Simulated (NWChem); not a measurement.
All runs are NWChem calculations. System: CHF$_{3}$, charge -1, spin multiplicity 2, at the geometry of a parent with another charge or spin, in a state set for the comparison that need not be this species' ground state. Its SCF solution wasn't tested for a lower state.

Input file:

```
start mol
memory heap 200 mb stack 800 mb global 1000 mb
charge -1
geometry units angstroms nocenter noautoz
  F      0.077835    -0.630672     1.078383
  C     -0.331824     0.026153     0.000000
  F      0.077835    -0.630672    -1.078383
  F      0.224611     1.231370     0.000000
  H     -1.431582     0.112843     0.000000
  symmetry group Cs
end
basis spherical
  * library def2-svpd
end
dft
  xc b3lyp
  odft
  mult 2
  semidirect memsize 60000000 filesize 0
  iterations 100
end
task dft energy
```

The output up to the point where the run's verdict is printed (cleaned and shortened):

```
             Northwest Computational Chemistry Package (NWChem) 7.3.0
             --------------------------------------------------------

                                NWChem Input Module
                                -------------------

 Scaling coordinates for geometry "geometry" by  1.889725989
 (inverse scale =  0.529177249)

 Turning off AUTOSYM since
 SYMMETRY directive was detected!

                             Geometry "geometry" -> ""
                             -------------------------

 Output coordinates in angstroms (scale by  1.889725989 to convert to a.u.)

  No.       Tag          Charge          X              Y              Z
 ---- ---------------- ---------- -------------- -------------- --------------
    1 F                    9.0000     0.07783500    -0.63067200     1.07838300
    2 C                    6.0000    -0.33182400     0.02615300     0.00000000
    3 F                    9.0000     0.07783500    -0.63067200    -1.07838300
    4 F                    9.0000     0.22461100     1.23137000     0.00000000
    5 H                    1.0000    -1.43158200     0.11284300     0.00000000

 Effective nuclear repulsion energy (a.u.)     134.2283782719

            Nuclear Dipole moment (a.u.)
            ----------------------------
        X                 Y               Z
 ---------------- ---------------- ----------------
     0.0000056692    -0.0000094486     0.0000000000

      Symmetry information
      --------------------

 Group name             Cs
 Group number              2
 Group order               2
 No. of unique centers     4

      Symmetry unique atoms

     1    2    4    5


 Summary of "ao basis" -> "" (spherical)
 ------------------------------------------------------------------------------
       Tag                 Description            Shells   Functions and Types
 ---------------- ------------------------------  ------  ---------------------
 *                         def2-svpd                  on all atoms

                                 NWChem DFT Module
                                 -----------------
[...]
 d= 0,ls=0.5,diis    75   -337.8986652954 -5.11D-04  9.34D-03  1.44D-03    27.9
                                                     2.07D-05  7.80D-04
 d= 0,ls=0.5,diis    76   -337.8991611831 -4.96D-04  8.94D-03  1.46D-03    28.3
                                                     8.42D-06  7.86D-04
 d= 0,ls=0.5,diis    77   -337.8996189542 -4.58D-04  8.00D-03  1.51D-03    28.7
                                                     1.04D-05  8.12D-04
 d= 0,ls=0.5,diis    78   -337.9000127951 -3.94D-04  8.24D-03  1.57D-03    29.0
                                                     5.89D-06  8.57D-04
 d= 0,ls=0.5,diis    79   -337.9004335819 -4.21D-04  8.42D-03  1.62D-03    29.4
                                                     1.35D-05  8.89D-04
 d= 0,ls=0.5,diis    80   -337.9008851372 -4.52D-04  7.59D-03  1.64D-03    29.8
                                                     2.29D-05  8.91D-04
 d= 0,ls=0.5,diis    81   -337.9011955890 -3.10D-04  9.36D-03  1.82D-03    30.2
                                                     2.56D-05  1.04D-03
 d= 0,ls=0.5,diis    82   -337.9017335557 -5.38D-04  1.21D-02  1.79D-03    30.5
                                                     9.60D-05  9.78D-04
 d= 0,ls=0.5,diis    83   -337.9026247695 -8.91D-04  1.28D-02  1.41D-03    30.8
                                                     5.24D-05  6.46D-04
 d= 0,ls=0.5,diis    84   -337.9034010380 -7.76D-04  1.26D-02  1.31D-03    31.2
                                                     2.64D-05  5.37D-04
 d= 0,ls=0.5,diis    85   -337.9041213184 -7.20D-04  1.04D-02  1.31D-03    31.6
                                                     2.30D-05  5.17D-04
 d= 0,ls=0.5,diis    86   -337.9047009642 -5.80D-04  8.41D-03  1.39D-03    32.0
                                                     2.33D-05  5.88D-04
 d= 0,ls=0.5,diis    87   -337.9051557917 -4.55D-04  8.57D-03  1.49D-03    32.4
                                                     7.41D-06  6.61D-04
 d= 0,ls=0.5,diis    88   -337.9056441299 -4.88D-04  1.15D-02  1.57D-03    32.8
                                                     3.90D-05  7.05D-04
 d= 0,ls=0.5,diis    89   -337.9063832428 -7.39D-04  1.30D-02  1.50D-03    33.1
                                                     3.33D-05  6.36D-04
 d= 0,ls=0.5,diis    90   -337.9072247650 -8.42D-04  1.24D-02  1.43D-03    33.5
                                                     2.86D-05  5.33D-04
 d= 0,ls=0.5,diis    91   -337.9079921367 -7.67D-04  1.48D-02  1.44D-03    33.9
                                                     3.61D-05  5.38D-04
 d= 0,ls=0.5,diis    92   -337.9089190796 -9.27D-04  1.63D-02  1.45D-03    34.2
                                                     3.73D-05  5.06D-04
 d= 0,ls=0.5,diis    93   -337.9099384697 -1.02D-03  1.58D-02  1.46D-03    34.5
                                                     2.22D-05  4.83D-04
 d= 0,ls=0.5,diis    94   -337.9109293669 -9.91D-04  1.67D-02  1.50D-03    34.9
                                                     3.06D-05  4.93D-04
 d= 0,ls=0.5,diis    95   -337.9119832463 -1.05D-03  1.27D-02  1.50D-03    35.2
                                                     2.09D-05  4.87D-04
 d= 0,ls=0.5,diis    96   -337.9128039776 -8.21D-04  1.15D-02  1.54D-03    35.5
                                                     3.03D-05  5.09D-04
 d= 0,ls=0.5,diis    97   -337.9135067001 -7.03D-04  1.99D-02  1.68D-03    35.8
                                                     1.26D-04  6.33D-04
 d= 0,ls=0.5,diis    98   -337.9148390923 -1.33D-03  2.01D-02  1.45D-03    36.1
                                                     5.80D-05  3.76D-04
 d= 0,ls=0.5,diis    99   -337.9161205525 -1.28D-03  1.93D-02  1.41D-03    36.4
                                                     3.56D-05  3.37D-04
 d= 0,ls=0.5,diis   100   -337.9173605287 -1.24D-03  2.09D-02  1.41D-03    36.7
                                                     3.88D-05  3.36D-04
```

The run did not converge; its last values are not results. The next line reads: Calculation failed to converge. NWChem stopped with the message: dft energy failed.
